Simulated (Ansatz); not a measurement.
## CH3BN (charge -1), SMILES [BH3-]C#N: a composite energy at a relaxed geometry

Program: Ansatz 0.2.0 through its Python package.

`ch3bn.xyz`
```text
6

B    -0.50890    0.00400   -0.00920
C     1.03460   -0.00810    0.01860
N     2.19150   -0.01730    0.03940
H    -0.89980   -0.86160   -0.72790
H    -0.92710   -0.17470    1.09170
H    -0.89030    1.05780   -0.41270
```

The script, `composite_ch3bn.py`:
```python
# -*- coding: utf-8 -*-
from dataclasses import dataclass
import itertools

import ansatz as az
from ase.data import atomic_numbers, covalent_radii
import numpy as np


@dataclass(frozen=True)
class RunConfig:
    basis_set: str = 'def2-SVP'
    xc: str = 'PBE0'
    vdw: str = 'd4'
    net_charge: int = -1


cfg = RunConfig()

molecule = az.Crystal.molecule_from_extxyz('ch3bn.xyz')

job = molecule.calculation()
job = job.basis(gaussian=cfg.basis_set)
job = job.functional(cfg.xc, dispersion=cfg.vdw)
job = job.charge(cfg.net_charge)
symbols = [site.symbol for site in molecule.cartesian_sites]
start = np.array([site.position_ang for site in molecule.cartesian_sites], dtype=float)
data = job.relax(force_tolerance=0.01, max_steps=100).run().report
end = np.array(data['positions_ang'])
radius = [covalent_radii[atomic_numbers[s]] for s in symbols]
span = lambda where, i, j: np.linalg.norm(where[i] - where[j])
bonded = [(i, j) for i, j in itertools.combinations(range(len(symbols)), 2) if min(span(start, i, j), span(end, i, j)) < 1.2 * (radius[i] + radius[j])]
print('pair        before    after (A)')
for i, j in bonded:
    print(f'{symbols[i]}{i}-{symbols[j]}{j}'.ljust(10), f'{span(start, i, j):8.4f} {span(end, i, j):8.4f}')

minimum = az.Crystal.molecule()
for symbol, place in zip(symbols, end):
    minimum = minimum.atom(symbol, place.tolist())
at_minimum = minimum.calculation().charge(cfg.net_charge)
level = lambda method, basis: at_minimum.basis(gaussian=basis).correlation(method).run().report
small, large, cluster = level('mp2', 'cc-pVDZ'), level('mp2', 'cc-pVTZ'), level('ccsd_t', 'cc-pVDZ')
corr = lambda each: (each['free_energy_ev'] - each['reference_energy_ev']) / 27.211386246
mp2_limit = (27 * corr(large) - 8 * corr(small)) / 19
pieces = {'HF / cc-pVTZ': large['reference_energy_ev'] / 27.211386246, 'MP2 correlation, DZ-TZ limit': mp2_limit, 'CCSD(T) - MP2 / cc-pVDZ': corr(cluster) - corr(small)}
for name, value in pieces.items():
    print(f'{name:32s} {value:14.6f} Ha')
print(f'{"sum":32s} {sum(pieces.values()):14.6f} Ha')
print('T1 diagnostic', round(cluster['correlation']['coupled_cluster']['t1_diagnostic'], 4))
```

Running `python composite_ch3bn.py` prints:
```text
pair        before    after (A)
B0-C1        1.5438   1.5875
B0-H3        1.1910   1.2396
B0-H4        1.1911   1.2396
B0-H5        1.1911   1.2396
C1-N2        1.1571   1.1666
HF / cc-pVTZ                        -118.814778 Ha
MP2 correlation, DZ-TZ limit          -0.518281 Ha
CCSD(T) - MP2 / cc-pVDZ               -0.041776 Ha
sum                                 -119.374835 Ha
T1 diagnostic 0.0132
```

Total energies depend on the basis set; only differences at equal settings carry meaning. The sum leaves out core correlation, relativity, the Hartree-Fock basis error and zero-point energy; a DZ-TZ extrapolation is rough. Inner cores stay frozen, so this is valence correlation. Anions want diffuse functions, which this basis lacks. Run time: 11 s on 1 thread of Arm Neoverse V1, on a shared host, peak memory 0.25 GiB.
